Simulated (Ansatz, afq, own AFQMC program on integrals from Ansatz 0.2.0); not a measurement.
AFQMC on a folder of integrals that Ansatz 0.2.0 wrote.

```yaml
crystal:
  periodic: [false, false, false]
  atoms:
    - {symbol: Ta, position_ang: [0.000000, 0.000000, 0.000000]}
basis:
  gaussian: {orbitals: def2-SVP}
magnetization: {spin_polarized: true, initial_magnetization: 3}
correlation: {method: ccsd_t, electrons: outside_noble_gas, hamiltonian_folder: ham}
```

```sh
$ ansatz run in.yaml --threads 1 --pin off --events-out ev --progress --plain --max-ram 24576MiB --backend cuda --devices 0, --max-vram 18GiB
```

afq runs on the folder ham with

```
--method free --trial cisd --walkers 4000 --time-step 0.03 --max-blocks 4000 --target-error 0.00017 --factor-cut 1e-05 --seed 2372 --times 0,0.3,0.6,1.2,1.8,2.4,3.6,4.8,6 --taylor-order 8
```

Times are imaginary, in 1/Eh. The walk had a cap of 61 s. Core potentials past Kr, no spin–orbit coupling.

Output of the walk:

```
orbitals 28  electrons 4 1  factors 199 of 199
reference energy -56.28580678 Eh
CCSD correlation -0.06158658 Eh in 12 cycles, weight of the determinant in the CISD state 0.9224
repeat  energy at the last time / Eh  error
    10  -56.350683  0.000041
    20  -56.350676  0.000037
    30  -56.350661  0.000026
time / (1/Eh)  energy / Eh  error  mean overlap
  0.00  -56.347391  0.000002  1.0841
  0.30  -56.348447  0.000005  1.0838
  0.60  -56.349071  0.000007  1.0838
  1.20  -56.349717  0.000009  1.0848
  1.80  -56.350037  0.000010  1.0846
  2.40  -56.350216  0.000011  1.0877
  3.60  -56.350426  0.000018  1.0898
  4.80  -56.350556  0.000013  1.0929
  6.00  -56.350664  0.000025  1.0935
energy -56.350664 +/- 0.000025 Eh
```

The run passed its tests (error under three times the target), which doesn't prove that it has relaxed.

Against this walk (error 0.7 meV) on the same determinant: CCSD(T) 28.1 meV higher, CCSDT(Q) 7.6 meV lower, CCSDTQ 8.8 meV lower, full CI 8.7 meV lower. The error is statistical, and a free projection of finite length keeps a remainder of its start. The projection is still falling at its last time (meV from the last point: 17.1 ± 0.3 at 1.80, 12.2 ± 0.3 at 2.40, 6.5 ± 0.5 at 3.60, 2.9 ± 0.4 at 4.80, 0.0 ± 0.7 at 6.00), so its energy is a cut-off value, and the gaps above aren't errors of the other methods. Full CI is exact here, so the walk's 9 meV above it is the walk's own error: what remains of the start.

Cautions: remainder of the start not in the error; no spin-orbit coupling; outer-core shells of the metal frozen.

The walk took 17 s on 1 × NVIDIA H100 80GB HBM3 with 1 thread of AMD EPYC 7R13 Processor (Zen 3), with other jobs on the host (the card was shared). The log's last line is the free-projection energy.

CCSDT and higher add their correlation energy to the determinant of the CCSD(T) run, since their own runs factorise the integrals more tightly (a shift of under 2 meV).
